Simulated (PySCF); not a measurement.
# Curvature of the energy in the electron number along the third row

Calculated with PySCF 2.14, in def2-TZVP, non-relativistic: one orbital is emptied in steps, and each cell gives the departure of E from the straight line at half an electron, in eV (from a cubic fit). The exact functional gives zero.

| species | orbital | LDA | PBE | r2SCAN | PBE0 | BHandHLYP | LC-wPBE | wB97X | UHF |
| --- | --- | --- | --- | --- | --- | --- | --- | --- | --- |
| Al | 3p alpha | -0.78 | -0.76 | -0.70 | -0.55 | -0.36 | 0.01 | -0.04 | 0.08 |
| Si | 3p alpha | -0.94 | -0.91 | -0.84 | -0.65 | -0.41 | -0.02 | -0.08 | 0.13 |
| P | 3p alpha | -1.10 | -1.07 | -0.97 | -0.76 | -0.46 | -0.07 | -0.15 | 0.18 |
| S | 3p beta | -1.13 | -1.08 | -0.98 | -0.75 | -0.47 | -0.05 | -0.17 | 0.24 |
| Cl | 3p beta | -1.28 | -1.23 | -1.12 | -0.85 | -0.50 | -0.13 | -0.23 | 0.30 |
| Ar | 3p beta | -1.43 | -1.38 | -1.24 | -0.95 | -0.54 | -0.22 | -0.31 | 0.35 |

How does the mean departure depend on the functional?

LDA -1.11 eV; PBE -1.07 eV; r2SCAN -0.98 eV; PBE0 -0.75 eV; BHandHLYP -0.46 eV; LC-wPBE -0.08 eV; wB97X -0.16 eV; UHF 0.21 eV. Semilocal functionals are convex (delocalisation error), Hartree-Fock is concave or straight, and exact exchange removes curvature roughly in proportion to its share, so among the functionals the range-separated hybrids usually come closest to zero.
